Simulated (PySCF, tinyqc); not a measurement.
Worked calculation (part 2 of 2): RKS/BP86 in the sto-3g basis, for CH+, spin multiplicity 1. The lowest restricted solution is unstable here: a spin-polarised one lies 0.0046 hartree lower (PySCF). Computed by tinyqc, a small Python program that keeps every step (integrals from PySCF). Command: `OMP_NUM_THREADS=1 python tinyqc.py 24078 24079 out.jsonl` (the two numbers bound the seeds that draw the settings). One thread of a shared host (Intel(R) Xeon(R) Processor @ 2.60GHz), about 0.6 s of CPU time with the checks.

Geometry (angstrom):
```
atom         x         y         z
C     0.000000  0.000000  0.000000
H     0.000000  0.000000  1.902000
```

## Populations, bond orders and dipole

D after iteration 34, lower triangle:
```
            1C 1s      1C 2s    1C 2px    1C 2py    1C 2pz     2H 1s
1C 1s    2.130812
1C 2s   -0.527657   2.130888
1C 2px   0.000000   0.000000  0.000000
1C 2py   0.000000   0.000000  0.000000  0.000000
1C 2pz   0.036767  -0.162345  0.000000  0.000000  1.144732
2H 1s    0.000213  -0.047561  0.000000  0.000000  0.807860  0.572295
```

overlap S, lower triangle:
```
           1C 1s     1C 2s    1C 2px    1C 2py    1C 2pz     2H 1s
1C 1s   1.000000
1C 2s   0.248362  1.000000
1C 2px  0.000000  0.000000  1.000000
1C 2py  0.000000  0.000000  0.000000  1.000000
1C 2pz  0.000000  0.000000  0.000000  0.000000  1.000000
2H 1s   0.010015  0.151908  0.000000  0.000000  0.184326  1.000000
```

Mulliken: Z minus the diagonal of D S on the atom; Loewdin: the same with S^(1/2) D S^(1/2); Mayer order: 2 sum_s sum (D(s) S)_ij (D(s) S)_ji over the two atoms.

Charges (e):
```
atom  Mulliken   Loewdin
1C    0.713982  0.725753
2H    0.286018  0.274247
```

Mayer bond orders:
```
pair     order
2-1   0.918194
```

dipole moment about the origin, x y z (debye): 0.000000  0.000000  2.898011
